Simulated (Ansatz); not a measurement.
**Worked example: the enthalpy of formation of CO2 (carbon dioxide)**

CO2 has 3 atoms, charge 0, and is taken as a singlet. SMILES: `O=C=O`. The shape is that of a PBE0-D4/def2-TZVP optimisation.

```xyz
3

O     0.3716   -1.0919    0.0882
C     0.0001    0.0001    0.0001
O    -0.3718    1.0918   -0.0883
```

Total energies at HSE06/cc-pVTZ (Ansatz 0.2.0); the atoms run unrestricted:

| species | state | energy (Eh) |
| --- | --- | --- |
| CO2 | singlet | -188.448890 |
| O | triplet | -75.010833 |
| C | triplet | -37.802049 |

Harmonic wavenumbers at PBE0-D4/def2-TZVP, in cm⁻¹: 688, 688, 1394, 2454.

Measured heats of formation of the gaseous atoms at 298.15 K, in kJ/mol: O 249.2, C 716.9. Spin-orbit lowering of the atoms at 298 K (mean of the ground term's levels less their thermal mean, from spectra), in kJ/mol: O 0.40, C 0.02. Take 1 Eh = 2625.50 kJ/mol, 1 cm⁻¹ = 0.0119627 kJ/mol, RT = 2.479 kJ/mol.

Task: Work out the heat of formation of the gas at 298 K.

Result: 
1. Electronic atomisation energy: 2 × (-75.010833) + (-37.802049) − (-188.448890) = 0.625175 Eh = 1641.4 kJ/mol.
2. Zero-point energy: half the sum of the wavenumbers, 2612 cm⁻¹ = 31.2 kJ/mol.
3. Thermal vibrational enthalpy, Σ hcν̃/(exp(hcν̃/kT) − 1): 0.6 kJ/mol. Translation, rotation and pV of a linear molecule: 3.5 RT = 8.7 kJ/mol.
4. The 3 free atoms carry 5/2 RT each: 18.6 kJ/mol.
5. Spin-orbit coupling lowers the free atoms by 2 × 0.40 + 0.02 = 0.8 kJ/mol.
6. Atomisation enthalpy at 298 K: 1641.4 − 0.8 − 31.2 − 0.6 − 8.7 + 18.6 = 1618.7 kJ/mol.
7. Sum of the atoms' heats of formation: 1215.3 kJ/mol. Heat of formation: 1215.3 − 1618.7 = -403.4 kJ/mol.

The tabulated value is -393.5 kJ/mol (Active Thermochemical Tables), so this level is off by -9.9 kJ/mol, or 0.6 % of the atomisation enthalpy that the table implies (1608.8 kJ/mol). Anharmonicity and any spin-orbit splitting of the molecule are left out.
